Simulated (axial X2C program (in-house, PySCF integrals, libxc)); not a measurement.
## SiN⁻: properties at the nuclei

Calculated with an axial X2C code built on PySCF integrals: two-component X2C with atomic mean-field Coulomb and Gaunt terms, Gaussian nuclei, basis Si dyall-av3z, N dyall-av3z with contracted cores.

R = 1.589 Å (near the PBE0 minimum at charge -1 of the determinant lowest at the starting distance; the state shown can have its own minimum elsewhere).

Determinant lowest in the PBE0 search, Ω = 0 (closed shell), highest spinor 49% N p, 24% Si p, 15% Si s:

```tsv
level	qzz Si (a.u.)	qzz N (a.u.)
PBE0	-1.55	-0.97
HF	-1.76	-1.20
PBE50	-1.63	-1.04
B3LYP	-1.56	-1.00
BP86	-1.47	-0.92
```

qzz is the electric field gradient, eQq0 = 234.96 MHz × Q/barn × qzz. The operators were transformed with the bare-nucleus X2C matrices; with these basis sets, hyperfine constants and field gradients can be off by tens of per cent, and where levels differ in sign neither size nor sign is settled.

(1) With Q(14N) = 0.02044 barn (Q from Pyykkö, Mol. Phys. 2018), turn the PBE0 values of the first state into constants in MHz.

Each state is one determinant with collinear spin. For an anion, determinants above electron detachment, or with a positive highest level, are held by the basis set. The search compared states at one distance, so a state with another bond length can lie lower.

Results:

(1) eQq0(14N) = 234.96 × (0.02044) × (-0.97) = -4.66 MHz.
